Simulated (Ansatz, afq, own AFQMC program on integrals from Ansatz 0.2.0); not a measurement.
**C$_{2}$H$_{9}$FGeOSi, singlet: energetics from AFQMC and coupled cluster**

| atom | x (Å) | y (Å) | z (Å) |
| --- | --- | --- | --- |
| C | -1.9437 | 1.6500 | -0.2308 |
| O | -0.8284 | 0.8002 | -0.2602 |
| Si | -0.8095 | -0.8176 | 0.0660 |
| F | -1.1993 | -1.0489 | 1.6300 |
| C | 0.9143 | -1.4129 | -0.2276 |
| Ge | 2.2998 | -0.1003 | 0.2521 |
| H | -2.8062 | 1.2211 | -0.7732 |
| H | -2.2598 | 1.8647 | 0.8043 |
| H | -1.6766 | 2.6017 | -0.7140 |
| H | -1.8725 | -1.5103 | -0.7150 |
| H | 1.0455 | -1.6708 | -1.2913 |
| H | 1.0810 | -2.3338 | 0.3546 |
| H | 2.0133 | 0.4995 | 1.6396 |
| H | 3.6671 | -0.8135 | 0.2931 |
| H | 2.3532 | 1.0203 | -0.7979 |

Geometry: a PBE0/def2-SVP stationary point, not shown to be a minimum. Basis def2-SVP. Noble-gas cores (and the filled d shells of Ga–Kr and In–Xe) are frozen. Ansatz 0.2.0 and our own AFQMC program on the same integrals; the CISD trial comes from CCSD amplitudes, and released means the phaseless constraint is let go. ± is one standard error of the sampling. No spin–orbit coupling.

Best estimates are CCSD(T) at the basis-set limit (def2-TZVPP/QZVPP) plus the step from CCSD(T) to the highest rung at hand in def2-SVP, named in the table (released AFQMC can keep some 10 meV of bias). Fragments are relaxed and keep their bonds. No zero-point, core-correlation or spin–orbit terms, no scalar relativity below Rb. Where CCSD(T) in the larger sets was too dear, only MP2 was extrapolated. Other levels are in def2-SVP, the functionals in def2-TZVP; a dash marks a level that is missing or breaks spin symmetry for a member.

Cautions: inner d shell frozen; no relativity below Rb; no spin-orbit coupling; C₂H₉FGeOSi (singlet): the released value is read at 0.90 1/Eh with a noise of 25 meV, more than in the cases checked (meV from the phaseless value at times in 1/Eh: -2 ± 19 at 0.21, -1 ± 25 at 0.42, -29 ± 28 at 0.63, 5 ± 25 at 0.90); C₂H₉GeOSi (doublet): the released value is read at 0.90 1/Eh with a noise of 23 meV, more than in the cases checked (meV from the phaseless value at times in 1/Eh: -37 ± 25 at 0.21, -35 ± 8 at 0.42, -39 ± 9 at 0.63, -54 ± 23 at 0.90).

```tsv
process	best estimate (eV)	highest rung
Si3–F4 → C2H9GeOSi (doublet) + F (doublet)	7.10 ± 0.03	released AFQMC
to free atoms	56.23 ± 0.03	released AFQMC
```

Errors against the best estimates in eV, the processes numbered in the order above:

```json
{"level": "MP2", "error, 1": "-0.23", "error, 2": "-2.98"}
{"level": "CCSD(T)", "error, 1": "-0.55", "error, 2": "-3.44"}
{"level": "ph-AFQMC/CISD", "error, 1": "-0.53 ± 0.02", "error, 2": "-3.39 ± 0.02"}
{"level": "CCSD(T)/CBS", "error, 1": "0.05", "error, 2": "-0.03"}
{"level": "PBE", "error, 1": "-0.18", "error, 2": "-0.18"}
{"level": "r2SCAN", "error, 1": "-0.22", "error, 2": "-0.20"}
{"level": "PBE0", "error, 1": "-0.33", "error, 2": "-0.84"}
{"level": "B3LYP", "error, 1": "-0.26", "error, 2": "-0.94"}
{"level": "wB97M-V", "error, 1": "0.00", "error, 2": "-0.18"}
{"level": "B2PLYP", "error, 1": "-0.14", "error, 2": "-1.13"}
```

Cost at the first geometry (cards were shared with other jobs): PBE0/def2-SVP, 12 s on 1 thread of AMD EPYC 7R13 Processor (Zen 3), with other jobs on the host; RCCSD(T)/def2-SVP, 7 s on 1 × NVIDIA H100 80GB HBM3 with 1 thread of AMD EPYC 7R13 Processor (Zen 3) (shared host); ph-AFQMC/CISD with release, 4.2 min on 1 × NVIDIA H100 80GB HBM3 with 2 threads of AMD EPYC 7R13 Processor (Zen 3), on a shared host.

Best estimates are given only where the step beyond CCSD(T) is under 0.3 eV and no member's determinant is very poor (T1 over 0.05, or 0.07 for open shells, ⟨S²⟩ too high by 0.3, two states mixed), so the hardest cases are missing from such tables.

The functionals ran in a triple-zeta set and keep a basis error of their own, a few kJ/mol for each bond in atomization energies and more for double hybrids, so close places among them and the extrapolated levels can swap.

Each member of a difference takes its own highest rung, so a best estimate needn't equal the limit plus the step of one row. Released energies are given only where the last usable release times agree within the noise; a slower fall can still hide under it.
